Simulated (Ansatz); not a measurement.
This geometry of C2H2ClNO (7 atoms, charge 0, multiplicity 1) is a first-order saddle point.

The calculation used RKS PBE0-D4/STO-3G (Ansatz).

```xyz
7
Properties=species:S:1:pos:R:3
N -0.710 0.915 0.857
C -0.007 -0.012 0.466
Cl 0.855 -1.210 1.625
C 0.333 -0.405 -1.012
O 1.080 -1.343 -1.330
H -1.304 1.713 1.087
H -0.185 0.273 -1.740
```

Task: Which two structures does it join? (They come from a converged band through this point; their orientation in space is the band's.)

Result: No bond is made or broken. The dihedral H6–N1–C2–Cl3 changes from 0 to -180° by way of a nearly straight angle H6–N1–C2 (up to 174°), not by a turn about the bond.

Image 0:

```xyz
7
Properties=species:S:1:pos:R:3
N -0.879 1.047 0.529
C -0.043 0.071 0.360
Cl 0.810 -0.840 1.684
C 0.309 -0.417 -1.059
O 1.100 -1.346 -1.302
H -0.994 1.239 1.574
H -0.242 0.178 -1.832
```

Image 8:

```xyz
7
Properties=species:S:1:pos:R:3
N -0.707 0.881 1.142
C 0.054 -0.026 0.599
Cl 1.025 -1.085 1.681
C 0.249 -0.338 -0.901
O 0.993 -1.230 -1.343
H -1.183 1.384 0.321
H -0.369 0.346 -1.544
```

Task: How far does it lie above each of them?

Result: 28.5 kcal/mol above the first and 23.7 kcal/mol above the second. This is the barrier of this one path; another mechanism may lie lower. Limits of this set-up: minimal basis.

The run took 2.3 min on 1 thread of Arm Neoverse V1, with other jobs on the host, peak memory 0.093 GiB.
